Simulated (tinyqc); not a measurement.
Worked calculation: extended Hueckel theory, for CH2. One step of it, computed by the program tinyqc.

Question. Wolfsberg-Helmholz matrix. H_ij = K' S_ij (H_ii + H_jj)/2 for i != j (the diagonal keeps H_ii), with K' = 1.5.

overlap S, lower triangle:
```
           1C 2s    1C 2px     1C 2py    1C 2pz     2H 1s     3H 1s
1C 2s   1.000000
1C 2px  0.000000  1.000000
1C 2py  0.000000  0.000000   1.000000
1C 2pz  0.000000  0.000000   0.000000  1.000000
2H 1s   0.515973  0.000000   0.451641  0.226543  1.000000
3H 1s   0.515973  0.000000  -0.451641  0.226543  0.126857  1.000000
```

diagonal H_ii (eV): 1C 2s -21.400000, 1C 2px -11.400000, 1C 2py -11.400000, 1C 2pz -11.400000, 2H 1s -13.600000, 3H 1s -13.600000

K = 1.500000

Give: H.

Answer.

H (eV), lower triangle:
```
           1C 2s    1C 2px    1C 2py    1C 2pz     2H 1s     3H 1s
1C 2s   -21.4000
1C 2px    0.0000  -11.4000
1C 2py    0.0000    0.0000  -11.4000
1C 2pz    0.0000    0.0000    0.0000  -11.4000
2H 1s   -13.5443    0.0000   -8.4683   -4.2477  -13.6000
3H 1s   -13.5443    0.0000    8.4683   -4.2477   -2.5879  -13.6000
```
